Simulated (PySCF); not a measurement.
Simulated outer-valence photoelectron spectrum of 1,1,2-trichloroethane, `ClCC(Cl)Cl`. Theory: EOM-IP-CCSD/aug-cc-pVDZ in PySCF, restricted Hartree–Fock reference, 17 core orbitals frozen, non-relativistic, gas phase, PBE0-D3(BJ)/def2-SVP geometry.

Each root has a Gaussian of 0.5 eV full width with its one-hole share as area; cross sections and vibrations are left out, and the highest printed point is 100.

ionisation energy (eV), intensity and a bar:
```
     10.5          0 
     10.6          1 
     10.7          4 #
     10.8         10 ###
     10.9         22 #######
     11.0         41 ############
     11.1         64 ###################
     11.2         85 ##########################
     11.3         98 #############################
     11.4        100 ##############################
     11.5         93 ############################
     11.6         84 #########################
     11.7         81 ########################
     11.8         83 #########################
     11.9         88 ##########################
     12.0         90 ###########################
     12.1         84 #########################
     12.2         71 #####################
     12.3         52 ################
     12.4         33 ##########
     12.5         18 #####
     12.6          8 ##
     12.7          3 #
     12.8          1 
     12.9          0 
     13.0          0 
     13.1          0 
     13.2          0 
     13.3          0 
     13.4          0 
     13.5          0 
     13.6          1 
     13.7          3 #
     13.8          7 ##
     13.9         15 ####
     14.0         25 ########
     14.1         35 ##########
     14.2         39 ############
     14.3         37 ###########
     14.4         33 ##########
     14.5         31 #########
     14.6         35 ##########
     14.7         39 ############
     14.8         38 ###########
     14.9         31 #########
     15.0         20 ######
     15.1         11 ###
     15.2          4 #
     15.3          1 
     15.4          0 
     15.5          0
```

Where are the maxima, and how many lines lie under the curve?

4 maxima, at 11.4, 12.0, 14.2 and 14.7 eV, from 8 lines. At this width some lines have no maximum of their own.

List the lines with their holes.

```csv
E (eV),leading hole (HF orbital),area,Koopmans (eV)
11.17,HOMO,0.96,12.13
11.35,HOMO-1,0.96,12.29
11.47,HOMO-2,0.96,12.42
11.82,HOMO-3,0.95,12.76
12.01,HOMO-4,0.95,13.04
12.21,HOMO-5,0.95,13.19
14.19,HOMO-6,0.96,15.04
14.76,HOMO-7,0.95,15.92
```

The widest gap, 1.98 eV, lies between 12.21 and 14.19 eV. Only orbitals with −ε under 21 eV, eight at most, were ionised, so the high end of the curve may lack lines.

On one thread, Arm Neoverse V1 (aarch64), shared host, this took 4.6 min wall and 2.7 GiB of memory at its peak.

Shape of the structure used: `[Cl:1][CH2:2][CH:3]([Cl:4])[Cl:5]`: Cl1–C2–C3–Cl4 -64°.

One conformer stands for the species.
